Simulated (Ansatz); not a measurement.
# AlBCl (quartet): the correlation ladder, cc-pVDZ

How much of the correlation energy of AlBCl (quartet) does each wave-function method recover here?

Method: cc-pVDZ, core rule «outside noble gas», up to 11 orbitals frozen; program: Ansatz 0.2.0, Gaussian basis.

Plan: UHF; CCSD(T) on ROHF; CCSD(T) on UHF; BCCD(T) on ROHF; CISD; CCSDT(Q) on ROHF; CCSDT(Q) on UHF.

19 further runs of the same task are left out: 3 for a known fault of the program, 5 that didn't finish, 11 set aside as unsound or not needed.

## 1. What is computed

The geometry is a PBE0/def2-TZVP stationary point (not a proven minimum) of the parent state, kept for this charge and spin.

3 atoms, charge 0, spin multiplicity 4.

Atoms are counted from 1 here; the program's logs count them from 0.

Bond lengths: B1–Al2 2.149 Å, Al2–Cl3 2.113 Å. Angles: B1–Al2–Cl3 121.7°.

## 2. UHF

The input, in.yaml:

```yaml
crystal:
  periodic: [false, false, false]
  atoms:
    - {symbol: B, position_ang: [0.000000, 0.761887, -2.406751]}
    - {symbol: Al, position_ang: [0.000000, -0.553323, -0.706867]}
    - {symbol: Cl, position_ang: [0.000000, 0.188778, 1.271874]}
basis:
  gaussian: {orbitals: cc-pVDZ}
magnetization: {spin_polarized: true, initial_magnetization: 3}
hamiltonian: {xc: hf}
output: {orbitals: {seedname: orbitals}}
```

The run is started by

```
$ ansatz run in.yaml --threads 1 --pin off --events-out ev --progress --plain --max-ram 2393MiB
```

After this run come: CCSD(T) on ROHF; CCSD(T) on UHF; BCCD(T) on ROHF; CISD; CCSDT(Q) on ROHF; CCSDT(Q) on UHF.

**Question.** What will the summary of the whole plan be? Wanted: UCCSDT(Q) below the RHF energy; RMP2 from UCCSDT(Q); UMP2 from UCCSDT(Q); RCCSD from UCCSDT(Q); RCCSD(T) from UCCSDT(Q); UCCSD(T) from UCCSDT(Q); RCCSDT(Q) from UCCSDT(Q); T1 diagnostic.

As calculated:

| quantity | value |
| --- | --- |
| UCCSDT(Q) below the RHF energy | -6.8591 eV |
| RMP2 from UCCSDT(Q) | +1220.6 meV |
| UMP2 from UCCSDT(Q) | +1201.4 meV |
| RCCSD from UCCSDT(Q) | +260.0 meV |
| RCCSD(T) from UCCSDT(Q) | +68.1 meV |
| UCCSD(T) from UCCSDT(Q) | +67.5 meV |
| RCCSDT(Q) from UCCSDT(Q) | +1.3 meV |
| levels within 1 kcal/mol (43 meV) | RCCSDT, UCCSDT, RCCSDT(Q) |
| T1 diagnostic | 0.053 |

In words: RCCSD(T) misses by +68.1 meV, 1.0 % of the correlation energy. These misses are within one basis, not against nature; the frozen cores of restricted and unrestricted runs differ, which can shift their rows.
